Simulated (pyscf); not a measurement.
Cl–CH₂–Zn–Cl + hydrogen (H₂) -> methane (CH₄) + Cl–Zn–Cl, a multi-bond step (singlet surface; C–Zn, C–Cl, H–H broken, C–H, C–H, Cl–Zn formed). Structures and frequencies: ωB97X-D3(BJ)/def2-SVP in PySCF. Energies in kcal/mol from the separated reactants.

GFN2-xTB: tblite. 

Quick GFN2-xTB single points give ΔE‡ = 55.5 kcal/mol and ΔE = -52.0 kcal/mol. What does ωB97M-D3(BJ)/def2-TZVP give, and how far is the quick result from it?

ωB97M-D3(BJ)/def2-TZVP gives ΔE‡ = 44.2 kcal/mol and ΔE = -56.8 kcal/mol. GFN2-xTB lies 11.3 kcal/mol over it in the barrier and 4.8 kcal/mol over it in the reaction energy, so on this step it does not hold to within 3.0 kcal/mol. ωB97M-D3(BJ)/def2-TZVP has limits of its own. This is the saddle that the search found; another between the same sides may lie lower. In the def2 sets elements up to Kr have no core potential.
